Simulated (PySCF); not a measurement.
Gas-phase reaction: H3SiPH2 + PH = SiH2 + 2 PH2

Computed with PySCF and rigid-rotor harmonic-oscillator thermochemistry at 1 bar. † marks an energy on the PBE0/def2-TZVP geometry and frequencies; other levels use their own. MP2 and CCSD(T) freeze the core. 6-31G* has spherical d functions here. Open shells (unrestricted): PH (multiplicity 3), PH2 (multiplicity 2); the rest are closed-shell singlets. B3LYP is the form with VWN-RPA correlation. PH2: computed as isolated molecules; such fragments, hydroxides, amides, oligomers or adducts are transient or little studied in the gas. MP2 isn't extrapolated to the basis-set limit; its ΔH°(298 K) is 275.0 kJ in def2-SVP and 284.5 kJ in def2-TZVPP. CCSD(T) isn't extrapolated to the basis-set limit; its ΔH°(298 K) is 252.0 kJ in def2-SVP and 261.5 kJ in def2-TZVPP. The harmonic model lacks anharmonicity and excited electronic states, which grow with temperature; levels with a mode under 35 cm⁻¹ are left out. Internal rotation in H3SiPH2 is treated as a harmonic vibration of one conformer, which makes the entropy rough.

```csv
level,"ΔE electronic, kJ","ΔH°(298 K), kJ","ΔS°(298 K), J/K","ΔG°(1800 K), kJ"
B3LYP/6-31G*,263,246,157,-19
CCSD(T)/def2-TZVPP†,278,261,157,-3
HF/def2-TZVP†,262,245,157,-19
M06-2X/def2-TZVP†,276,259,157,-5
MP2/def2-SVP†,291,275,157,10
PBE/def2-SVP,282,266,157,2
PBE0/def2-TZVP,290,273,157,9
```
ΔH° is lowest at HF/def2-TZVP† and highest at MP2/def2-SVP†. No reference value is set beside these.
